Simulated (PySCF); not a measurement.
1,3,4-oxdiazole, C2H2N2O.
Bonds: C1–N2 (aromatic), N2–N3 (aromatic), N3–C4 (aromatic), C4–O5 (aromatic), C1–O5 (aromatic). Hydrogens: H6 on C1; H7 on C4.

The same species was optimised twice, with GFN2-xTB and with PBE0-D3(BJ)/def2-SVP (PySCF), and the same property calculations (PySCF, gas phase) were run on both structures.

| coordinate | GFN2-xTB | PBE0-D3(BJ)/def2-SVP | change |
| --- | --- | --- | --- |
| N2–N3 (Å) | 1.347 | 1.376 | +0.029 |
| C1–H6 (Å) | 1.070 | 1.088 | +0.018 |
| C4–H7 (Å) | 1.070 | 1.088 | +0.018 |
| C4–O5 (Å) | 1.344 | 1.345 | +0.001 |
| C1–O5 (Å) | 1.344 | 1.345 | +0.001 |
| N3–C4 (Å) | 1.288 | 1.287 | -0.001 |
| C1–N2 (Å) | 1.288 | 1.287 | -0.001 |
| O5–C4–H7 (°) | 120.3 | 118.6 | -1.7 |
| O5–C1–H6 (°) | 120.3 | 118.6 | -1.7 |
| N3–C4–H7 (°) | 127.4 | 128.7 | +1.3 |
| N2–C1–H6 (°) | 127.4 | 128.7 | +1.3 |
| C1–N2–N3 (°) | 106.7 | 106.2 | -0.5 |
| N2–N3–C4 (°) | 106.7 | 106.2 | -0.5 |
| N2–C1–O5 (°) | 112.3 | 112.8 | +0.5 |
| N3–C4–O5 (°) | 112.3 | 112.7 | +0.4 |

Rotational constants: A = 10684, B = 10428, C = 5277 MHz (GFN2-xTB) against A = 10519, B = 10377, C = 5224 MHz (PBE0-D3(BJ)/def2-SVP). Point groups within 0.08 Å: C2v and C2v.

On the GFN2-xTB structure: HOMO (eV) -8.17 [PBE0/pcSseg-1]; LUMO (eV) -0.66 [PBE0/pcSseg-1]; dipole (D) 3.25 [PBE0/pcSseg-1]; GIAO shielding of C1/C4 (mean) (ppm) 28.1 [PBE0/pcSseg-1]; GIAO shielding of N2/N3 (mean) (ppm) -87.0 [PBE0/pcSseg-1]; GIAO shielding of O5 (ppm) 5.1 [PBE0/pcSseg-1].

**Question.** What do these properties become on the PBE0-D3(BJ)/def2-SVP structure?

**Answer.** 
```csv
property,level,on GFN2-xTB,on PBE0-D3(BJ)/def2-SVP,change
HOMO (eV),PBE0/pcSseg-1,-8.17,-8.34,-0.17
LUMO (eV),PBE0/pcSseg-1,-0.66,-0.61,+0.05
dipole (D),PBE0/pcSseg-1,3.25,3.31,+0.06
"energy, GFN2-xTB geometry as zero (kcal/mol)",PBE0/pcSseg-1,0.0,-0.7,-0.7
GIAO shielding of C1/C4 (mean) (ppm),PBE0/pcSseg-1,28.1,27.6,-0.5
GIAO shielding of N2/N3 (mean) (ppm),PBE0/pcSseg-1,-87.0,-90.8,-3.8
GIAO shielding of O5 (ppm),PBE0/pcSseg-1,5.1,2.7,-2.4
```

The heavy atoms differ by 0.009 Å rms after alignment. Among all bonds N2–N3 changes most (+0.029 Å). Changes are differences of the printed values. Neither structure is proved a minimum here.
